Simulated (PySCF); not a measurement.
# How the method changes the constants of AlCl

State: ¹Σ⁺ (singlet), closed shell. Set-up: Al def2-TZVPP, Cl def2-TZVPP; no relativity (PySCF 2.14). De refers to Al + Cl in their high-spin ground configurations, without counterpoise correction. A positive dipole means Al(−)Cl(+).

| Level | Re (Å) | ωe (cm⁻¹) | De (eV) | μ (D) |
| --- | --- | --- | --- | --- |
| RHF | 2.149 | 478 | 4.01 | -1.57 |
| RHF-MP2 | 2.144 | 485 | 5.31 | n/a |
| RHF-SCS-MP2 | 2.147 | 482 | 5.17 | n/a |
| RHF-CCSD | 2.145 | 485 | 4.97 | n/a |
| RHF-CCSD(T) | 2.146 | 484 | 5.09 | n/a |
| LDA | 2.137 | 474 | 5.86 | -1.44 |
| PBE | 2.163 | 459 | 5.26 | -1.51 |
| PBEsol | 2.151 | 467 | 5.49 | -1.43 |
| PW91 | 2.161 | 459 | 5.29 | -1.51 |
| r²SCAN | 2.145 | 477 | 5.23 | -1.34 |
| PBE0 | 2.146 | 474 | 5.16 | -1.50 |
| BHandHLYP | 2.144 | 475 | 4.97 | -1.66 |
| ωB97M-V | 2.154 | 467 | 5.41 | -1.81 |

Measured (Huber and Herzberg, Constants of Diatomic Molecules (1979)): Re = 2.130113 Å, ωe = 481.3 cm⁻¹.

The bond length runs from 2.137 Å (LDA) to 2.163 Å (PBE). De spans 4.01 eV (RHF, mean field) to 5.86 eV (LDA, local density). Correlation at CCSD(T) changes the Hartree–Fock bond energy by +1.08 eV; the triples alone change it by +0.12 eV.

Correlated steps freeze 10 core orbitals. Where the molecule has an RHF reference, its open-shell atoms are computed with UHF.

The whole job (state search and all levels along the bond) took about 4.8 min on 1 thread of Arm Neoverse V1 (shared host), peak memory 1.9 GiB.
